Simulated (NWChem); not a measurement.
hydrazine (N2H4); SMILES NN

Computed with NWChem. All runs use the structure optimised with PBE0/def2-SVP. Computed dipoles belong to the equilibrium geometry; the measured one is vibrationally averaged.

Measured dipole moment: 1.75 D (NIST CCCBDB, as tabulated in the package chemicals).

Question: Which of these levels lies farthest from the measured value, and how do the others fare: B3LYP/def2-TZVPP; B3LYP/STO-3G; B3LYP/def2-TZVP; B3LYP/def2-SVPD; B3LYP/def2-QZVP; B3LYP/def2-SVP; B3LYP/def2-TZVPD?

Answer: B3LYP/STO-3G.
```
level             dipole moment (D)  computed − measured
----------------  -----------------  -------------------
B3LYP/STO-3G                   2.08                +0.33
B3LYP/def2-SVP                 1.99                +0.24
B3LYP/def2-SVPD                1.90                +0.15
B3LYP/def2-TZVP                2.01                +0.26
B3LYP/def2-TZVPD               1.88                +0.13
B3LYP/def2-TZVPP               1.93                +0.18
B3LYP/def2-QZVP                1.90                +0.15
```
